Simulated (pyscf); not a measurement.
Single points on ωB97X-D3(BJ)/def2-SVP structures (PySCF, gas phase).

Question: PBE/def2-TZVP puts the barrier of `[O]=[Mo](=[O])([F])[F]` + `[ClH]` → `[O]=[Mo](=[O])([F])[Cl]` + `[FH]` (four-centre exchange; singlet surface; F–Mo, Cl–H broken, Cl–Mo, F–H formed) at 0.33 eV and the reaction energy at +0.01 eV, from the separated reactants. What do B3LYP-D3(BJ)/def2-TZVP, M06-2X/def2-TZVP, ωB97M-D3(BJ)/def2-TZVP give on the same structures?

Answer: B3LYP-D3(BJ): ΔE‡ = 0.39 eV, ΔE = -0.05 eV; M06-2X: ΔE‡ = 0.34 eV, ΔE = -0.13 eV; ωB97M-D3(BJ): ΔE‡ = 0.45 eV, ΔE = +0.01 eV. PBE's barrier lies under all of them, by 0.02 to 0.12 eV. Its reaction energy matches one of them and lies within 0.14 eV of the others. On the product side the descent ends in an adduct with a F–Mo contact (not fully relaxed), 0.17 eV under the separated species and 0.60 eV under the saddle at ωB97X-D3(BJ)/def2-TZVP. What is counted as broken (F–Mo) persists as a longer contact in the product adduct; parting that adduct is a step of its own. At ωB97X-D3(BJ)/def2-TZVP the barrier from the zero used here is 0.29 eV. One saddle was located; it need not be the lowest between these sides. Elements past Kr carry the def2 core potentials, without spin-orbit coupling.
